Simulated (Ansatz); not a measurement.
Nudged elastic band run: C2H3NO

The input (input.yaml):

```yaml
crystal:
  periodic: [false, false, false]
  atoms:
    - { symbol: "N", position_ang: [1.03916, -0.641181, 1.375654] }
    - { symbol: C, position_ang: [0.38647, -0.021035, 0.510729] }
    - { symbol: C, position_ang: [-0.515257, 0.568608, -0.274668] }
    - { symbol: O, position_ang: [-1.152528, 0.001872, -1.370515] }
    - { symbol: H, position_ang: [2.06585, -0.643539, 1.201704] }
    - { symbol: H, position_ang: [-0.766939, 1.629633, -0.131936] }
    - { symbol: H, position_ang: [-0.995456, -0.962459, -1.356669] }
basis:
  gaussian: { orbitals: def2-SVP }
hamiltonian:
  xc: blyp
  dispersion: d4
neb:
  order_check: false
  images: 7
  f_tol: 0.05
  max_iterations: 60
  final_atoms:
    - { symbol: "N", position_ang: [1.60038935, -0.4017854, 0.82099007] }
    - { symbol: C, position_ang: [0.5138514, 0.03289692, 0.3854292] }
    - { symbol: C, position_ang: [-0.50354095, 0.57320826, -0.28604193] }
    - { symbol: O, position_ang: [-1.3318562, -0.07425127, -1.19310126] }
    - { symbol: H, position_ang: [1.51998546, -0.87673632, 1.74446929] }
    - { symbol: H, position_ang: [-0.81073148, 1.61103519, -0.08916808] }
    - { symbol: H, position_ang: [-0.92679759, -0.93246838, -1.42827829] }
  initial_path:
    images:
      - { positions_ang: [[1.03916, -0.641181, 1.375654], [0.38647, -0.021035, 0.510729], [-0.515257, 0.568608, -0.274668], [-1.152528, 0.001872, -1.370515], [2.06585, -0.643539, 1.201704], [-0.766939, 1.629633, -0.131936], [-0.995456, -0.962459, -1.356669]] }
      - { positions_ang: [[1.08677467, -0.76037431, 1.26060242], [0.40769013, -0.09109018, 0.47827893], [-0.47784319, 0.55443623, -0.26675337], [-1.14852815, 0.00691098, -1.31822959], [1.87573547, -0.43847938, 1.24054236], [-0.67327641, 1.61972498, -0.11913809], [-1.00925253, -0.95922931, -1.32100366]] }
      - { positions_ang: [[1.13438935, -0.87956762, 1.14555084], [0.42891026, -0.16114537, 0.44582887], [-0.44042938, 0.54026445, -0.25883875], [-1.1445283, 0.01194996, -1.26594418], [1.68562094, -0.23341976, 1.27938071], [-0.57961382, 1.60981696, -0.10634018], [-1.02304905, -0.95599963, -1.28533832]] }
      - { positions_ang: [[1.18200402, -0.99876093, 1.03049926], [0.45013039, -0.23120055, 0.4133788], [-0.40301557, 0.52609268, -0.25092412], [-1.14052846, 0.01698894, -1.21365877], [1.49550641, -0.02836014, 1.31821907], [-0.48595122, 1.59990895, -0.09354227], [-1.03684558, -0.95276994, -1.24967298]] }
      - { positions_ang: [[1.2296187, -1.11795424, 0.91544769], [0.47135052, -0.30125574, 0.38092874], [-0.36560175, 0.51192091, -0.24300949], [-1.13652861, 0.02202792, -1.16137336], [1.30539188, 0.17669948, 1.35705743], [-0.39228863, 1.59000093, -0.08074436], [-1.05064211, -0.94954026, -1.21400764]] }
      - { positions_ang: [[1.32231136, -0.93891203, 0.89183328], [0.48197574, -0.21771757, 0.38205385], [-0.40008655, 0.52724275, -0.2537676], [-1.18536051, -0.00204188, -1.16930533], [1.35904028, -0.08665947, 1.45391039], [-0.49689934, 1.59525949, -0.08285029], [-1.01968098, -0.94527229, -1.26757531]] }
      - { positions_ang: [[1.41500402, -0.75986982, 0.86821888], [0.49260096, -0.13417941, 0.38317897], [-0.43457135, 0.54256458, -0.26452571], [-1.23419241, -0.02611168, -1.17723731], [1.41268867, -0.35001842, 1.55076336], [-0.60151005, 1.60051806, -0.08495622], [-0.98871985, -0.94100432, -1.32114297]] }
      - { positions_ang: [[1.50769669, -0.58082761, 0.84460448], [0.50322618, -0.05064125, 0.38430408], [-0.46905615, 0.55788642, -0.27528382], [-1.2830243, -0.05018147, -1.18516929], [1.46633707, -0.61337737, 1.64761633], [-0.70612076, 1.60577663, -0.08706215], [-0.95775872, -0.93673635, -1.37471063]] }
      - { positions_ang: [[1.60038935, -0.4017854, 0.82099007], [0.5138514, 0.03289692, 0.3854292], [-0.50354095, 0.57320826, -0.28604193], [-1.3318562, -0.07425127, -1.19310126], [1.51998546, -0.87673632, 1.74446929], [-0.81073148, 1.61103519, -0.08916808], [-0.92679759, -0.93246838, -1.42827829]] }
```

Run as:

```bash
$ ansatz run input.yaml --threads 1 --pin off --max-ram 2048MiB --backend cpu --events-out ev --progress --plain --runs-dir out
```

Output, in part (warnings, iteration lines, the closing report on the highest movable image, with atoms numbered from 0):

```
NEB end point (image 0): max|allowed force component| = 1.566e-2 eV/Å (the criterion of neb.relax_end_points is 1.000e-2)
NEB end point (image 8): max|allowed force component| = 1.207e-2 eV/Å (the criterion of neb.relax_end_points is 1.000e-2)
NEB iter   1: max|band force component| = 2.208e1 eV/Å  barrier→ = 3.5636 eV  barrier← = 3.5636 eV  Δτ_max = 0.1796 Å  (292 SCF iters)
NEB iter   2: max|band force component| = 1.554e0 eV/Å  barrier→ = 2.8357 eV  barrier← = 2.8357 eV  Δτ_max = 0.1178 Å  (258 SCF iters)
NEB iter   3: max|band force component| = 1.689e0 eV/Å  barrier→ = 2.5754 eV  barrier← = 2.5754 eV  Δτ_max = 0.0601 Å  (215 SCF iters)
NEB iter   4: max|band force component| = 1.663e0 eV/Å  barrier→ = 2.4208 eV  barrier← = 2.4208 eV  Δτ_max = 0.0604 Å  (217 SCF iters)
NEB iter   5: max|band force component| = 1.488e0 eV/Å  barrier→ = 2.2098 eV  barrier← = 2.2098 eV  Δτ_max = 0.1185 Å  (217 SCF iters)
NEB iter   6: max|band force component| = 2.091e0 eV/Å  barrier→ = 1.8708 eV  barrier← = 1.8708 eV  Δτ_max = 0.1183 Å  (241 SCF iters)
NEB iter   7: max|band force component| = 1.984e0 eV/Å  barrier→ = 1.5531 eV  barrier← = 1.5531 eV  Δτ_max = 0.1979 Å  (216 SCF iters)
NEB iter   8: max|band force component| = 2.129e0 eV/Å  barrier→ = 1.2240 eV  barrier← = 1.2240 eV  Δτ_max = 0.1899 Å  (249 SCF iters)
NEB iter   9: max|band force component| = 1.119e0 eV/Å  barrier→ = 1.0473 eV  barrier← = 1.0473 eV  Δτ_max = 0.1876 Å  (244 SCF iters)
NEB iter  10: max|band force component| = 6.404e-1 eV/Å  barrier→ = 0.8580 eV  barrier← = 0.8580 eV  Δτ_max = 0.1935 Å  (232 SCF iters)
NEB iter  11: max|band force component| = 5.401e-1 eV/Å  barrier→ = 0.7089 eV  barrier← = 0.7088 eV  Δτ_max = 0.1961 Å  (233 SCF iters)
NEB iter  12: max|band force component| = 2.169e0 eV/Å  barrier→ = 0.8146 eV  barrier← = 0.8146 eV  Δτ_max = 0.0987 Å  (250 SCF iters)
NEB iter  13: max|band force component| = 9.256e-1 eV/Å  barrier→ = 0.7323 eV  barrier← = 0.7323 eV  Δτ_max = 0.2000 Å  (232 SCF iters)
NEB iter  14: max|band force component| = 3.175e0 eV/Å  barrier→ = 0.7261 eV  barrier← = 0.7261 eV  Δτ_max = 0.1015 Å  (244 SCF iters)
NEB iter  15: max|band force component| = 1.112e0 eV/Å  barrier→ = 0.6539 eV  barrier← = 0.6539 eV  Δτ_max = 0.1901 Å  (230 SCF iters)
NEB iter  16: max|band force component| = 2.902e0 eV/Å  barrier→ = 0.6841 eV  barrier← = 0.6841 eV  Δτ_max = 0.0997 Å  (232 SCF iters)
NEB iter  17: max|band force component| = 1.201e0 eV/Å  barrier→ = 0.5993 eV  barrier← = 0.5993 eV  Δτ_max = 0.2000 Å  (220 SCF iters)
NEB iter  18: max|band force component| = 2.247e0 eV/Å  barrier→ = 0.6363 eV  barrier← = 0.6363 eV  Δτ_max = 0.1022 Å  (249 SCF iters)
NEB iter  19: max|band force component| = 9.406e-1 eV/Å  barrier→ = 0.6671 eV  barrier← = 0.6671 eV  Δτ_max = 0.2000 Å  (225 SCF iters)
NEB iter  20: max|band force component| = 3.525e0 eV/Å  barrier→ = 0.7110 eV  barrier← = 0.7110 eV  Δτ_max = 0.1022 Å  (256 SCF iters)
NEB iter  21: max|band force component| = 1.029e0 eV/Å  barrier→ = 0.5530 eV  barrier← = 0.5530 eV  Δτ_max = 0.1296 Å  (235 SCF iters)
NEB iter  22: max|band force component| = 5.033e-1 eV/Å  barrier→ = 0.5989 eV  barrier← = 0.5989 eV  Δτ_max = 0.0775 Å  (222 SCF iters)
NEB iter  23: max|band force component| = 7.385e-1 eV/Å  barrier→ = 0.6385 eV  barrier← = 0.6385 eV  Δτ_max = 0.0384 Å  (217 SCF iters)
NEB iter  24: max|band force component| = 6.637e-1 eV/Å  barrier→ = 0.6173 eV  barrier← = 0.6173 eV  CI = image 3  Δτ_max = 0.0391 Å  (218 SCF iters)
NEB iter  25: max|band force component| = 5.128e-1 eV/Å  barrier→ = 0.6764 eV  barrier← = 0.6764 eV  CI = image 3  Δτ_max = 0.0388 Å  (222 SCF iters)
NEB iter  26: max|band force component| = 2.985e-1 eV/Å  barrier→ = 0.7129 eV  barrier← = 0.7129 eV  CI = image 3  Δτ_max = 0.0387 Å  (219 SCF iters)
NEB iter  27: max|band force component| = 3.521e-1 eV/Å  barrier→ = 0.7268 eV  barrier← = 0.7268 eV  CI = image 3  Δτ_max = 0.0193 Å  (218 SCF iters)
NEB iter  28: max|band force component| = 1.996e-1 eV/Å  barrier→ = 0.7262 eV  barrier← = 0.7262 eV  CI = image 3  Δτ_max = 0.0193 Å  (223 SCF iters)
NEB iter  29: max|band force component| = 9.696e-2 eV/Å  barrier→ = 0.7254 eV  barrier← = 0.7254 eV  CI = image 3  Δτ_max = 0.0386 Å  (223 SCF iters)
NEB iter  30: max|band force component| = 2.087e-1 eV/Å  barrier→ = 0.7253 eV  barrier← = 0.7253 eV  CI = image 3  Δτ_max = 0.0193 Å  (219 SCF iters)
NEB iter  31: max|band force component| = 1.086e-1 eV/Å  barrier→ = 0.7252 eV  barrier← = 0.7252 eV  CI = image 3  Δτ_max = 0.0097 Å  (223 SCF iters)
NEB iter  32: max|band force component| = 5.837e-2 eV/Å  barrier→ = 0.7252 eV  barrier← = 0.7252 eV  CI = image 3  Δτ_max = 0.0097 Å  (231 SCF iters)
NEB iter  33: max|band force component| = 8.339e-2 eV/Å  barrier→ = 0.7251 eV  barrier← = 0.7251 eV  CI = image 3  Δτ_max = 0.0048 Å  (229 SCF iters)
NEB iter  34: max|band force component| = 4.342e-2 eV/Å  barrier→ = 0.7251 eV  barrier← = 0.7251 eV  CI = image 3  Δτ_max = 0.0000 Å  (409 SCF iters)
Total energy: -5651.50121461 eV, -207.6888389119 hartree
Atom 0 at     1.399367    -0.370448     1.136675 Å, force    -0.000275    -0.009893    -0.006757 eV/Å
Atom 1 at     0.492889     0.024562     0.448376 Å, force    -0.009486     0.013490    -0.000918 eV/Å
Atom 2 at    -0.516798     0.461826    -0.325921 Å, force     0.004474    -0.004376     0.001845 eV/Å
Atom 3 at    -0.813810    -0.188808    -1.539313 Å, force    -0.001271    -0.001454     0.001602 eV/Å
Atom 4 at     2.150836    -0.700191     1.712188 Å, force     0.002689     0.003733     0.004732 eV/Å
Atom 5 at    -1.020665     1.413161    -0.082993 Å, force     0.003301    -0.003556     0.001043 eV/Å
Atom 6 at    -1.630519    -0.708203    -1.394713 Å, force     0.000567     0.002057    -0.001547 eV/Å
Dipole moment:     0.116066    -0.205309     0.448338 e Å
```

It converged. The profile has 2 maxima (images 3, 5) with wells between them (image 4): this band takes more than one step, which may be the mechanism or a detour left from its start path. A vibrational analysis at the climbing image gives one clearly imaginary mode, 911i cm⁻¹: a first-order saddle point.

Final band:

| image | path coordinate (Å) | energy (kJ/mol) |
| --- | --- | --- |
| 0 | 0.00 | 0.0 |
| 1 | 0.49 | 4.3 |
| 2 | 0.99 | 12.2 |
| 3 | 1.48 | 70.0 |
| 4 | 2.00 | 10.7 |
| 5 | 2.52 | 12.4 |
| 6 | 3.04 | 7.0 |
| 7 | 3.56 | 6.8 |
| 8 | 4.08 | 0.0 |

The run took 4.2 min on 1 thread of Intel(R) Xeon(R) Platinum 8488C (Sapphire Rapids), with other jobs on the host, peak memory 0.16 GiB.
